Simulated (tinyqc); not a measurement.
Worked calculation: extended Hueckel theory, for CH4-. The parameters take no account of the charge, which enters only through the electron count, and nothing here shows that the anion is bound. One step of it, computed by the program tinyqc.

Problem. Mulliken analysis. P = C n C^T; charge = valence electrons (H 1, C 4) minus the sum of (P S)_ii on the atom; overlap population = 2 sum P_ij S_ij between two atoms.

coefficients:
```
,MO1,MO2,MO3,MO4,MO5,MO6,MO7,MO8
1C 2s,0.703264,0.000000,0.000000,0.000000,0.000000,0.000000,0.000000,1.696790
1C 2px,0.000000,0.489514,0.099838,-0.090924,0.984501,0.604109,-0.282811,0.000000
1C 2py,0.000000,0.089168,0.017786,0.499591,-0.616513,1.016582,0.025347,0.000000
1C 2pz,0.000000,-0.101409,0.497569,0.000385,0.254638,0.125634,1.154793,0.000000
2H 1s,0.136956,0.306851,0.395524,0.262991,-0.327900,-0.919687,-0.472570,-0.740833
3H 1s,0.136956,0.322592,-0.267147,-0.379905,-0.709057,0.283390,0.770450,-0.740833
4H 1s,0.136956,-0.192195,-0.372653,0.379410,0.977263,-0.151062,0.445873,-0.740833
5H 1s,0.136956,-0.437248,0.244277,-0.262495,0.059694,0.787359,-0.743753,-0.740833
```

occupations: 2.000000  2.000000  2.000000  2.000000  0.333333  0.333333  0.333333  0.000000

overlap S:
```
,1C 2s,1C 2px,1C 2py,1C 2pz,2H 1s,3H 1s,4H 1s,5H 1s
1C 2s,1.000000,0.000000,0.000000,0.000000,0.511250,0.511250,0.511250,0.511250
1C 2px,0.000000,1.000000,0.000000,0.000000,0.290180,0.290180,-0.290180,-0.290180
1C 2py,0.000000,0.000000,1.000000,0.000000,0.290180,-0.290180,0.290180,-0.290180
1C 2pz,0.000000,0.000000,0.000000,1.000000,0.290180,-0.290180,-0.290180,0.290180
2H 1s,0.511250,0.290180,0.290180,0.290180,1.000000,0.161989,0.161989,0.161989
3H 1s,0.511250,0.290180,-0.290180,-0.290180,0.161989,1.000000,0.161989,0.161989
4H 1s,0.511250,-0.290180,0.290180,-0.290180,0.161989,0.161989,1.000000,0.161989
5H 1s,0.511250,-0.290180,-0.290180,0.290180,0.161989,0.161989,0.161989,1.000000
```

Give: charges; Overlap populations.

Solution.

charges: 1C -0.635, 2H -0.091, 3H -0.091, 4H -0.091, 5H -0.091

Overlap populations:
```
pair,value
2-1,0.342023
3-1,0.342023
3-2,-0.099267
4-1,0.342023
4-2,-0.099267
4-3,-0.099267
5-1,0.342023
5-2,-0.099267
5-3,-0.099267
5-4,-0.099267
```
